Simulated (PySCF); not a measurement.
Cost of one run: spin–spin coupling job, `Fc1cc[nH]c1`.

Method: B3LYP/pcJ-1 indirect spin-spin coupling, non-relativistic, gas phase (PySCF 2.14.0, density-fitted response routines). Geometry: GFN2-xTB. Work: spin–spin couplings from 10 perturbed nuclei, spin–dipole term for 2 of them, density fitting. A driver script takes a list of jobs; this job's settings line and coordinates (Å) are shown.

Input:
```
{"job": {"kind": "j", "xc": "B3LYP", "basis": "pcJ-1"}, "charge": 0, "multiplicity": 1}
F      2.387959    -0.662040     0.185445
C      1.096978    -0.303523     0.083944
C      0.012272    -1.186689    -0.057996
C     -1.105344    -0.397918    -0.122889
N     -0.727602     0.900934    -0.026045
C      0.624903     0.980871     0.101911
H      0.060828    -2.254709    -0.104531
H     -2.134710    -0.675399    -0.230358
H     -1.350056     1.690919    -0.046601
H      1.143655     1.912209     0.194593
```

Hardware: one thread of an Arm Neoverse V1 (shared host).

Task: How large is the basis?

Result: 202 functions for 44 electrons, with 704 fitting functions; the fitted three-index integrals, 704 × 202 × 203/2 numbers of 8 bytes, come to 110 MiB.

Task: Estimate the wall time.

Result: About 22 s. The SCF took 14 cycles.

Task: At this speed, how long would 20000 such jobs take on 96 cores, one job a core?

Result: 20000/96 gives 209 rounds of 22 s, about 77 min of wall time and 120 core-hours, if the jobs don't slow each other.

The SCF part of the output:
```
coarse grid: 8976 points
cycle   1  E = -309.3094628923  dE =  1.142e+00  |g| = 5.149e-01  |ddm| = 2.891e+00
cycle   2  E = -309.2887436889  dE =  2.072e-02  |g| = 6.392e-01  |ddm| = 9.910e-01
cycle   3  E = -309.3599393465  dE = -7.120e-02  |g| = 8.996e-02  |ddm| = 5.678e-01
cycle   4  E = -309.3609897037  dE = -1.050e-03  |g| = 4.855e-02  |ddm| = 8.792e-02
cycle   5  E = -309.3614842232  dE = -4.945e-04  |g| = 1.180e-02  |ddm| = 4.233e-02
cycle   6  E = -309.3615140903  dE = -2.987e-05  |g| = 4.051e-03  |ddm| = 1.136e-02
cycle   7  E = -309.3615172114  dE = -3.121e-06  |g| = 8.336e-04  |ddm| = 3.070e-03
final grid: 88920 points
cycle   8  E = -309.4097970686  dE = -1.153e-04  |g| = 6.816e-03  |ddm| = 2.177e-02
cycle   9  E = -309.4097877924  dE =  9.276e-06  |g| = 1.005e-02  |ddm| = 1.144e-02
cycle  10  E = -309.4098059033  dE = -1.811e-05  |g| = 8.914e-04  |ddm| = 7.297e-03
cycle  11  E = -309.4098059958  dE = -9.251e-08  |g| = 4.851e-04  |ddm| = 1.150e-03
cycle  12  E = -309.4098060393  dE = -4.353e-08  |g| = 1.438e-04  |ddm| = 4.486e-04
cycle  13  E = -309.4098060441  dE = -4.806e-09  |g| = 2.688e-05  |ddm| = 1.227e-04
cycle  14  E = -309.4098060443  dE = -1.484e-10  |g| = 7.387e-06  |ddm| = 2.136e-05
converged SCF energy = -309.4098060443
```

On the final grid dE counts from the start density on that grid.

Other jobs ran on the host; a repeat could differ by tens of per cent or more.
